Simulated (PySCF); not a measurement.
2-thiophenethiol, C4H4S2.
Geometry (GFN2-xTB, Å), atoms numbered from 1 in this order:
```xyz
10
C4H4S2 angstrom
S      2.6938   -0.0111   -0.0778
C      0.9404    0.0568   -0.0132
C      0.0849   -0.9708   -0.2706
C     -1.2684   -0.5895   -0.1310
C     -1.4207    0.7085    0.2276
S      0.0927    1.5122    0.4059
H      2.8893    1.2576    0.2763
H      0.4133   -1.9552   -0.5483
H     -2.0922   -1.2612   -0.2927
H     -2.3242    1.2573    0.4013
```

NICS is the negative of the GIAO shielding at a point without a nucleus: at the ring centre (0) and 1 Å above and below it (1); zz is the component along the ring normal. Level: GIAO PBE0/pcSseg-1 (PySCF, non-relativistic, gas phase) on the GFN2-xTB geometry, one conformer.

Ring bond lengths (Å), with Mayer bond orders in brackets: C2–C3 1.362 (1.52), C3–C4 1.413 (1.27), C4–C5 1.355 (1.61), C5–S6 1.723 (1.14), S6–C2 1.736 (1.13).

Problem. What do the NICS probes read (ppm)?

Solution. 
| ring | type | NICS(0) | NICS(1), two faces | NICS(1)zz, two faces | rms pucker (Å) | centre to ring atoms, mean (Å) |
| --- | --- | --- | --- | --- | --- | --- |
| C2–C3–C4–C5–S6 | 5-membered ring with S; formal bonds all aromatic | -12.1 | -10.4 / -10.4 | -23.9 / -23.9 | 0.00 | 1.29 |

Problem. What do they say, and how far can they be read as aromaticity?

Solution. 
- C2–C3–C4–C5–S6: mean NICS(1)zz -23.9 ppm, shielded, aromatic by this magnetic criterion (flat ring, no four-coordinate atom).

Problem. How equal are the bonds by HOMA? HOMA = 1 − mean of α(R − Ropt)² over the ring bonds, with Krygowski's 1993 parameters (CC: Ropt 1.388 Å, α 257.7 Å⁻²; CS: Ropt 1.677 Å, α 94.09 Å⁻²).

Solution. 
- C2–C3–C4–C5–S6: HOMA 0.77; the largest term is that of S6–C2, α(R − Ropt)² = 0.32. The geometric and the magnetic index point the same way.

Problem. At the second NICS(1) probe listed for ring C2–C3–C4–C5–S6, 1 Å off the ring, how large is the induced field along the normal in 14.1 T applied along it?

Solution. NICSzz × B0 = -23.9 ppm × 14.1 T = -337 μT, against the applied field.

Problem. What are the shieldings of the ring atoms and their hydrogens in the same run (means over atoms taken as equivalent)?

Solution. 
```csv
atoms,environment,σ isotropic (ppm)
C2,substituted aromatic carbon,44.5
C3,aromatic CH carbon,59.8
C4,aromatic CH carbon,54.5
C5,aromatic CH next to a ring sulfur,57.8
S6,thiophene-type sulfur,257.5
H8,aromatic hydrogen,24.87
H9,aromatic hydrogen,24.71
H10,aromatic hydrogen,24.99
```
